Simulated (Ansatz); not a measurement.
Born–Oppenheimer molecular dynamics of CH3Cl2O (7 atoms, charge 0, multiplicity 2). It starts at the highest image of a converged band, a first-order saddle point between two minima.

These are results of UKS PBE0-D4/def2-SVP in Ansatz, not measurements.

| Item | Value |
| --- | --- |
| ensemble | NVE (velocity Verlet) |
| time step | 0.5 fs |
| steps asked | 200 |
| starting velocities drawn for | 100 K |
| seed | 9528 |

Frames 5 fs apart, positions in Å, forces in eV/Å.

Velocities at 20 fs (Å/ps):

```
H 5.87 4.07 5.28
C 2.11 -1.63 -0.34
Cl -1.24 2.45 -0.03
Cl -0.24 0.19 0.47
O 1.41 -4.26 -0.57
H 1.52 -1.61 -2.45
H -2.62 -8.31 -5.47
```

```xyz
7
Properties=species:S:1:pos:R:3:forces:R:3 time_fs=20 energy_less_start_eV=0.019 T=71
H -0.009 0.402 -0.389 -0.07 0.02 -0.39
C 0.609 -0.460 0.082 -0.10 -0.04 0.35
Cl 0.510 -1.907 -0.893 0.07 0.25 0.01
Cl -0.068 -0.660 1.699 0.05 -0.07 0.10
O -0.979 1.404 -0.673 -0.09 -0.11 0.22
H 1.640 -0.095 0.176 0.03 -0.14 -0.11
H -1.557 1.158 0.077 0.10 0.09 -0.18
7
Properties=species:S:1:pos:R:3:forces:R:3 time_fs=25 energy_less_start_eV=0.011 T=83
H 0.009 0.423 -0.406 -0.12 -0.06 -0.17
C 0.618 -0.468 0.084 -0.23 0.31 0.29
Cl 0.503 -1.895 -0.894 0.01 -0.04 -0.14
Cl -0.069 -0.659 1.702 0.14 -0.03 -0.05
O -0.971 1.382 -0.676 0.28 -0.08 -0.11
H 1.655 -0.118 0.157 0.03 -0.07 0.04
H -1.569 1.121 0.043 -0.11 -0.04 0.13
7
Properties=species:S:1:pos:R:3:forces:R:3 time_fs=30 energy_less_start_eV=0.008 T=87
H -0.004 0.436 -0.461 -0.23 0.06 0.20
C 0.623 -0.470 0.092 -0.24 0.36 0.05
Cl 0.498 -1.882 -0.895 -0.06 -0.27 -0.22
Cl -0.069 -0.658 1.704 0.18 0.04 -0.15
O -0.961 1.358 -0.678 0.32 -0.32 0.07
H 1.675 -0.155 0.146 -0.10 0.13 0.13
H -1.586 1.083 0.018 0.13 0.00 -0.08
7
Properties=species:S:1:pos:R:3:forces:R:3 time_fs=35 energy_less_start_eV=-0.067 T=204
H -0.079 0.474 -0.480 -0.75 0.86 -0.08
C 0.623 -0.466 0.101 -0.13 -0.40 0.31
Cl 0.491 -1.871 -0.897 -0.07 -0.11 -0.15
Cl -0.068 -0.658 1.705 0.15 0.06 -0.18
O -0.945 1.330 -0.680 0.84 -0.75 0.08
H 1.674 -0.161 0.162 -0.07 0.34 0.01
H -1.586 1.042 -0.012 0.02 0.00 0.00
7
Properties=species:S:1:pos:R:3:forces:R:3 time_fs=40 energy_less_start_eV=-0.163 T=353
H -0.302 0.693 -0.527 4.99 -4.23 0.59
C 0.623 -0.472 0.118 1.02 -1.93 1.08
Cl 0.484 -1.861 -0.901 -0.04 0.40 0.05
Cl -0.065 -0.656 1.705 0.03 0.15 -0.29
O -0.919 1.293 -0.681 -5.50 5.09 -1.18
H 1.652 -0.091 0.177 -0.18 0.27 -0.22
H -1.583 1.008 -0.046 -0.32 0.26 -0.03
7
Properties=species:S:1:pos:R:3:forces:R:3 time_fs=45 energy_less_start_eV=-0.187 T=391
H -0.059 0.554 -0.557 -2.66 1.69 0.07
C 0.639 -0.511 0.154 0.25 0.10 -0.20
Cl 0.478 -1.848 -0.904 0.23 -0.09 0.01
Cl -0.063 -0.654 1.704 -0.04 -0.09 0.32
O -0.931 1.290 -0.692 1.78 -1.02 -0.15
H 1.596 0.033 0.148 0.06 -0.35 -0.04
H -1.624 1.002 -0.079 0.38 -0.24 -0.03
7
Properties=species:S:1:pos:R:3:forces:R:3 time_fs=50 energy_less_start_eV=-0.613 T=1029
H -0.227 0.672 -0.580 1.06 -0.82 -0.01
C 0.664 -0.554 0.189 0.65 -0.35 -0.09
Cl 0.472 -1.836 -0.907 0.14 -0.12 -0.06
Cl -0.061 -0.653 1.704 -0.20 -0.12 0.65
O -0.929 1.284 -0.706 -1.48 1.68 -0.59
H 1.544 0.092 0.104 0.05 -0.21 -0.04
H -1.604 0.956 -0.112 -0.22 -0.06 0.15
7
Properties=species:S:1:pos:R:3:forces:R:3 time_fs=55 energy_less_start_eV=-0.284 T=541
H -0.140 0.558 -0.568 -2.91 2.78 -0.68
C 0.699 -0.601 0.220 0.27 0.37 -0.55
Cl 0.467 -1.825 -0.911 0.09 -0.62 -0.25
Cl -0.060 -0.652 1.709 -0.19 -0.17 0.85
O -0.950 1.303 -0.728 2.21 -2.53 0.77
H 1.518 0.098 0.059 0.32 -0.13 0.21
H -1.611 0.904 -0.132 0.22 0.31 -0.35
7
Properties=species:S:1:pos:R:3:forces:R:3 time_fs=60 energy_less_start_eV=-0.564 T=953
H -0.297 0.721 -0.651 3.62 -2.79 0.14
C 0.741 -0.642 0.242 0.59 0.32 -0.04
Cl 0.463 -1.818 -0.916 -0.11 -0.60 -0.37
Cl -0.061 -0.652 1.719 -0.14 -0.08 0.46
O -0.963 1.310 -0.747 -3.35 3.22 -0.67
H 1.547 0.073 0.056 0.00 -0.07 0.22
H -1.626 0.909 -0.191 -0.61 0.00 0.27
7
Properties=species:S:1:pos:R:3:forces:R:3 time_fs=65 energy_less_start_eV=-0.224 T=451
H -0.112 0.638 -0.752 -4.26 2.87 0.18
C 0.793 -0.677 0.263 -0.12 0.34 0.31
Cl 0.459 -1.815 -0.924 -0.02 -0.55 -0.27
Cl -0.062 -0.653 1.732 0.14 -0.11 -0.05
O -0.999 1.338 -0.769 3.30 -2.37 -0.10
H 1.601 0.033 0.106 0.26 0.00 0.13
H -1.696 0.921 -0.232 0.70 -0.18 -0.21
7
Properties=species:S:1:pos:R:3:forces:R:3 time_fs=70 energy_less_start_eV=-0.219 T=458
H -0.376 0.822 -0.820 8.37 -6.79 -0.56
C 0.844 -0.705 0.290 -0.10 0.10 0.43
Cl 0.454 -1.815 -0.933 0.08 0.09 0.12
Cl -0.062 -0.655 1.745 0.25 -0.09 -0.40
O -1.016 1.356 -0.794 -7.96 7.10 0.12
H 1.690 -0.015 0.184 -0.13 -0.23 -0.05
H -1.675 0.892 -0.290 -0.51 -0.18 0.32
7
Properties=species:S:1:pos:R:3:forces:R:3 time_fs=75 energy_less_start_eV=-0.250 T=491
H -0.215 0.647 -0.928 -3.84 3.48 0.37
C 0.891 -0.732 0.326 -0.80 -0.37 0.21
Cl 0.450 -1.815 -0.942 0.30 0.39 0.54
Cl -0.061 -0.657 1.756 0.42 -0.11 -0.57
O -1.060 1.402 -0.821 3.21 -3.91 0.00
H 1.776 -0.104 0.254 0.16 -0.05 -0.09
H -1.684 0.831 -0.316 0.53 0.57 -0.46
```

Of the whole run (100 fs, mean temperature of the second half 863 K): The conserved energy stayed within 2.2 meV per atom of its start (net change -0.18 meV per atom), so the integration is sound. The kinetic energy rose, since the run started high on the potential surface and went downhill. It ends in pieces (CHCl2 + H2O), so much of that is their flight and rotation, not heat. A run of 0.1 ps of so small a system gives no equilibrium averages.

Time of the run: 6.6 min on 2 threads of AMD EPYC 7B13 (Zen 3), on a shared host, peak memory 0.24 GiB.
